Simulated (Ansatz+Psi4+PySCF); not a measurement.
Values are calculated unless marked as measured or tabulated.
Input for Psi4 1.11:

```
molecule {
0 1
Na 0.000000 0.000000 -1.451660
Cl 0.000000 0.000000 2.134790
}

basis {
assign Cl cc-pV(T+d)Z
assign Na cc-pCVTZ
}
set reference rhf
set scf_type pk
set mp2_type conv
set cc_type conv
set num_frozen_docc 6
energy('mp2')
```

The input is written out from the run's settings.

Results

| Item | Value |
| --- | --- |
| Converged | yes |
| Reference energy | -621.40205 hartree |
| Correlation energy | -0.46330 hartree |
| Total energy | -621.86536 hartree |
| Spin squared of the determinant | 0.000 |
| Occupied orbitals by symmetry in an Abelian subgroup (alpha; beta) | 8 A1 3 B1 3 B2; 8 A1 3 B1 3 B2 |
